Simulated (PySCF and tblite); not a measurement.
The numbers below are computed, except where a source is named.
2,2,2-trifluoroethanol, C₂H₃F₃O, numbered as in [OH:1][CH2:2][C:3]([F:4])([F:5])[F:6].

Geometries PBE0-D3(BJ)/def2-SVP; weights from CAM-B3LYP-D3(BJ)/def2-TZVP energies and GFN2-xTB thermal corrections, with symmetry numbers and mirror pairs. Conformers within 3 kcal/mol (GFN2-xTB free energy) were kept, 8 at most. (PySCF 2.14, tblite 0.8.)

Torsions listed: H1–O1–C2–C3. Of a mirror pair one member is shown.

```tsv
conformer	shape	symmetry	dipole D
1	180°	Cs	3.43
2	-61°	C1 (pair)	1.67
```

(1) Which of these conformers is the most populated at 298.15 K, and with what share?

(2) Give the DFT energies and free energies relative to the lowest, and all weights.

(3) How does its share change from 220 K to 380 K?

Results:

(1) Conformer 2, about 98 %.

(2) 
```csv
conformer,shape,E(DFT) kcal/mol,G(298.15 K) kcal/mol,weight %
1,180°,2.11,2.28,2.1
2,-61°,0.00,0.00,97.9
```

(3) From 99 % to 96 %; the mixing entropy goes from 1.44 to 1.67 cal/(mol K).
